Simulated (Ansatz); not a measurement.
```yaml
crystal:
  periodic: [false, false, false]
  atoms:
    - {symbol: F, position_ang: [-1.017033, -0.026118, -1.442122]}
    - {symbol: C, position_ang: [0.066246, 0.019101, -0.663972]}
    - {symbol: C, position_ang: [-0.052207, -0.040589, 0.648566]}
    - {symbol: F, position_ang: [1.031067, 0.004831, 1.426714]}
    - {symbol: H, position_ang: [1.003743, 0.105886, -1.198453]}
    - {symbol: H, position_ang: [-0.989716, -0.127112, 1.183068]}
basis:
  gaussian: {orbitals: def2-SVPD, final_grid: {core_spheres: 20, valence_spheres: 16, degree: 47}}
hamiltonian: {xc: {name: wB97}}
output: {forces: true}
```

```sh
$ ansatz run in.yaml --threads 4 --pin off --events-out ev --progress --plain --max-ram 10444MiB
```

It prints (some lines left out):

```
Functional definition: wB97
836 factors; their error is unknown
390 factors; integrals over basis functions are off by at most 4.1e-5 eV
mean field evaluation 1: about -7531.3030 eV, gradient 2.6e1 eV
mean field evaluation 2: about -7531.8666 eV, gradient 2.1e1 eV
mean field evaluation 4: about -7532.4861 eV, gradient 6.0e-1 eV
mean field evaluation 8: about -7532.4374 eV, gradient 1.7e-1 eV
mean field -7532.43743941 eV, -276.8119702287 hartree, gradient 2.7e-5 eV, S^2 0.000000; 0 other end points of the search recorded, 0 dependent functions left out
reference -7532.43742865 eV, -276.8119698333 hartree; 16, 16 occupied and 86, 86 virtual orbitals, 836 factors
Total energy: -7532.43742865 eV, -276.8119698333 hartree
Atom 0 at    -1.017033    -0.026118    -1.442122 Å, force    -0.431922    -0.018697    -0.305256 eV/Å
Atom 1 at     0.066246     0.019101    -0.663972 Å, force     0.142699     0.014286    -0.078757 eV/Å
Atom 2 at    -0.052207    -0.040589     0.648566 Å, force    -0.142738    -0.013032     0.078819 eV/Å
Atom 3 at     1.031067     0.004831     1.426714 Å, force     0.431922     0.018115     0.305233 eV/Å
Atom 4 at     1.003743     0.105886    -1.198453 Å, force     0.337608     0.030378    -0.184636 eV/Å
Atom 5 at    -0.989716    -0.127112     1.183068 Å, force    -0.337569    -0.031051     0.184597 eV/Å
Dipole moment:    -0.000005     0.000025     0.000002 e Å
```

Run time 0.85 s (4 threads of an Intel Xeon Platinum 8488C on a shared host); peak host memory 0.17 GiB.
